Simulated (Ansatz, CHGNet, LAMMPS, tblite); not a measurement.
# Cohesive energy of wurtzite CdS: levels of theory against measurement

Reference value: 2.87 ± 0.03 eV/atom (worked out here from tabulated enthalpies at 298 K, copied from a table, unchecked, brought to a static lattice with a Debye model, atoms in their spin–orbit ground levels; inputs from the CRC Handbook).

| level (code) | value (eV/atom) | cell (Å³/atom) | error (eV/atom) |
|---|---|---|---|
| Stillinger–Weber CdTeZnSeHgS0.sw (LAMMPS) | 2.76 | 24.83 | -0.11 |
| GFN1-xTB (tblite) | 2.64 | 27.19 | -0.23 |
| CHGNet 0.3.0 | 2.75 | 26.23 | -0.12 |
| PBE (Ansatz) | 2.56 | 26.04 | -0.31 |
| r²SCAN (Ansatz) | 2.82 | 25.40 | -0.05 |
| LC-ωPBE (Ansatz) | 2.83 | 24.50 | -0.04 |
| Hartree–Fock (Ansatz) | 1.82 | 27.53 | -1.05 |

Leaving aside Stillinger–Weber CdTeZnSeHgS0.sw (doubt noted below), GFN1-xTB (doubt noted below), CHGNet 0.3.0 (doubt noted below): Once the reference is moved by up to 0.20 eV/atom (a margin picked here for doubts on the reference and the settings) and values within 0.03 eV/atom count as equal, the nearest can be LC-ωPBE (-0.04 eV/atom), r²SCAN (-0.05 eV/atom) or PBE (-0.31 eV/atom). Among them Hartree–Fock (-1.05 eV/atom) misses by most.

Free atoms are spin-polarised, in the lowest state found; at levels without +SOC their spin–orbit coupling is left out.  Stillinger–Weber CdTeZnSeHgS0.sw: the potential file covers more elements than this solid holds. GFN1-xTB: the free atoms are run in the same model without spin. GFN1-xTB: the method was fitted mainly to molecules. GFN1-xTB: the run uses a supercell at the zone centre in place of a k mesh. CHGNet 0.3.0: free atoms can lie outside what these potentials were trained on. CHGNet 0.3.0: the energies of CHGNet 0.3.0 can hold anion corrections fitted to measured formation enthalpies. Each level is taken at its own relaxed cell. Cutoffs and k meshes differ between the levels. Ansatz's density-functional and Hartree–Fock values are scalar-relativistic unless marked +SOC, with PAW data made under PBE.

Empirical potentials (Stillinger–Weber CdTeZnSeHgS0.sw) are fitted to chosen data: where that held the value shown, agreement is built in, and what lay outside the fit can be far off. Machine-learned potentials (CHGNet 0.3.0) are trained on DFT data: a solid inside that data is no test of them.

Differences are worked out from the printed values.

Ansatz is an electronic-structure program.
